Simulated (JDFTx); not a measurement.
System: phosphine, PH3 (SMILES P), charge 0, multiplicity 1; geometry: optimised with GFN2-xTB in vacuum (no frequencies checked; largest PBE force component 1.5 eV/Å). Coordinates in Å:
```
P    -0.03    0.26   -0.38
H    -1.00    0.89    0.38
H    -0.10   -0.89    0.38
H     1.00    0.78    0.38
```

Computed with a modified build of JDFTx: PBE, GBRV ultrasoft potentials, plane waves to 20/100 Ha. Liquid: CANDLE, water, 1 M KCl. The liquid run sits in a periodic box with 3.75 Å from the outermost atoms to the faces; the vacuum run is isolated. The box matters at about 0.01 eV. The solvation energy is E(in liquid) − E(vacuum) at fixed geometry, with no thermal, conformational or standard-state terms added.

The values are those of the intact species: the continuum can't coordinate to it or react with it.

Question: Predict the solvation energy and the highest occupied level.

Answer: The solvation energy is 3.3 kJ/mol, the part: cavitation term of the fluid comes out as 30 kJ/mol and the part: dispersion term of the fluid is -21.9 kJ/mol. The part: electrostatic term of the fluid is -6.2 kJ/mol and the part: distortion of the solute's electrons comes out as 1.1 kJ/mol. The dipole moment in vacuum is 0.61 D and the dipole moment in the liquid is 0.93 D. The highest occupied level in vacuum (zero: vacuum level) comes out as -6.75 eV. The highest occupied level in the liquid (zero: bulk electrolyte) is -6.55 eV.
